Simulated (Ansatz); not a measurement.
# B₂HCl (singlet): from Hartree-Fock to the top rungs at a displaced geometry (v1), cc-pVDZ

The task here is to estimate one member of a computed series from the others.

Method: cc-pVDZ, core rule «outside noble gas», up to 7 orbitals frozen; program: Ansatz 0.2.0, Gaussian basis.

To be run: UHF; CCSD(T) on RHF; CCSD(T) on UHF; BCCD(T) on RHF; CISD; CCSDT(Q) on RHF; CCSDT(Q) on UHF; CASSCF and MRCISD+Q, 8 electrons in 8 orbitals; CASSCF and NEVPT2, 8 electrons in 8 orbitals.

18 further runs of the same task are left out: 7 that didn't finish, 11 set aside as unsound or not needed.

### What is computed

The geometry is a PBE0/def2-TZVP stationary point (not a proven minimum) with its atoms shifted at random (size 0.040 Å).

4 atoms, charge 0, spin multiplicity 1.

Atoms are counted from 1 here; the program's logs count them from 0.

Bond lengths: B1–B2 1.527 Å, B1–H4 1.152 Å, B2–Cl3 1.722 Å. Angles: B2–B1–H4 176.8°, B1–B2–Cl3 176.9°.

The first run:

in.yaml reads:

```yaml
crystal:
  periodic: [false, false, false]
  atoms:
    - {symbol: B, position_ang: [0.002337, -0.001845, 0.905846]}
    - {symbol: B, position_ang: [0.001504, -0.017987, -0.620904]}
    - {symbol: Cl, position_ang: [0.049468, 0.041323, -2.341267]}
    - {symbol: H, position_ang: [-0.053309, -0.021491, 2.056326]}
basis:
  gaussian: {orbitals: cc-pVDZ}
magnetization: {spin_polarized: true, initial_magnetization: 0}
hamiltonian: {xc: hf}
output: {orbitals: {seedname: orbitals}}
```

Command:

```bash
$ ansatz run in.yaml --threads 1 --pin off --events-out ev --progress --plain --max-ram 2393MiB
```

Among the steps run: UHF; CCSD(T) on RHF; CCSD(T) on UHF; BCCD(T) on RHF; CISD; CCSDT(Q) on RHF; CCSDT(Q) on UHF; CASSCF and MRCISD+Q, 8 electrons in 8 orbitals; CASSCF and NEVPT2, 8 electrons in 8 orbitals.

One table of the session follows, with a row left open; its other results are not shown here.

| method | from RCCSDT(Q) (meV) |
| --- | --- |
| RHF | +8942.7 |
| UHF | +7996.3 |
| RMP2 | +1510.5 |
| UMP2 | +932.2 |
| CISD | +1359.1 |
| RCCSD | +485.6 |
| UCCSD | -49.3 |
| RCCSD(T) | +200.4 |
| UCCSD(T) | -326.0 |
| BCCD(T) | +198.7 |
| RCCSDT | +80.7 |
| UCCSDT | ? |
| RCCSDT(Q) | 0 |
| UCCSDT(Q) | -614.1 |
| CASSCF frontier | +6837.1 |
| NEVPT2 frontier | +1531.9 |
| MRCISD frontier | +848.8 |
| MRCISD+Q frontier | +249.0 |

**Question.** Estimate the row for UCCSDT.

The run gave: from RCCSDT(Q) (meV): -524.7. In the column «from RCCSDT(Q) (meV)» it lies between UCCSDT(Q) (-614.1) and UCCSD(T) (-326.0).

The program flags UCCSD(T), RCCSDT(Q), UCCSDT(Q) as in doubt (see the logs), so the zero of the table is itself unsure.

To keep in mind: The determinant is far from a pure spin state, so its energy mixes those of several spin states (harmless only where they are near-degenerate, as at dissociation). The report flags that the cluster equations may have other roots. The program flags UCCSD(T), RCCSDT(Q), UCCSDT(Q) as in doubt, so the zero of the table is itself unsure. Warnings: restricted reference is unstable; spin contamination. Restricted and unrestricted rows rest on different reference determinants; where their highest levels disagree by more than a few hundredths of an eV, they describe different states and don't form one ladder.
